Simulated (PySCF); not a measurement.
Gas-phase reaction: SiF3OH + HF + SiO(OH)2 ⇌ 2 SiF2(OH)2

Energies from PySCF (xtb for GFN2), thermal terms from the rigid-rotor harmonic-oscillator model, ideal gas at 1 bar. † marks an energy on the PBE0/def2-TZVP geometry and frequencies; other levels use their own. CCSD(T) freezes the core. All species are closed-shell singlets. No R ln 2 is added for the mirror-image form of SiF2(OH)2. SiF3OH, SiO(OH)2, SiF2(OH)2: computed as isolated molecules; such fragments, hydroxides, amides, oligomers or adducts are transient or little studied in the gas. CCSD(T) isn't extrapolated to the basis-set limit; its ΔH°(298 K) is -332.7 kJ in def2-SVP and -332.0 kJ in def2-TZVPP. The harmonic model lacks anharmonicity and excited electronic states, which grow with temperature; levels with a mode under 35 cm⁻¹ are left out. Internal rotation in SiF3OH, SiO(OH)2, SiF2(OH)2 is treated as a harmonic vibration of one conformer, which makes the entropy rough.

```csv
level,"ΔE electronic, kJ","ΔH°(298 K), kJ","ΔS°(298 K), J/K","ΔG°(1200 K), kJ"
BLYP/def2-TZVP†,-300,-294,-131,-142
CCSD(T)/def2-SVP†,-339,-333,-131,-181
GFN2-xTB,-230,-224,-125,-80
M06-2X/def2-TZVP†,-361,-354,-131,-202
PBE0/def2-TZVP,-341,-335,-131,-183
r2SCAN/def2-TZVP†,-345,-338,-131,-186
ωB97M-V/def2-TZVP†,-346,-340,-131,-188
```
ΔH° is lowest at M06-2X/def2-TZVP† and highest at GFN2-xTB. No reference value is set beside these.
